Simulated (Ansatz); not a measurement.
## Be: which structure is lowest?

The calculation used DFT, PBEsol, plane waves (420 eV) with PAW, scalar-relativistic in Ansatz 0.2.0. The PAW files were generated under PBE, with cores re-solved for the functional.

Each structure is relaxed within its own symmetry, so a high-lying one may be dynamically unstable.

```tsv
structure	ΔE (meV/atom)	V (Å³/atom)	cell	magnetic state
hcp	0	7.84	a = 2.258 Å, c = 3.550 Å (c/a = 1.572)	spin not included
dhcp	33	7.83	a = 2.247 Å, c = 7.160 Å (c/a = 3.186)	spin not included
fcc	80	7.80	a = 3.148 Å	spin not included
bcc	100	7.75	a = 2.494 Å	spin not included
A15	108	8.00	a = 4.000 Å	spin not included
omega (AlB2-type)	190	7.99	a = 3.561 Å, c = 2.183 Å (c/a = 0.613)	spin not included
simple cubic	1024	10.15	a = 2.165 Å	spin not included
diamond	1691	14.48	a = 4.875 Å	spin not included
```

ΔE counts from hcp.

Differences under about 8 meV lie within the error of the k-point mesh.
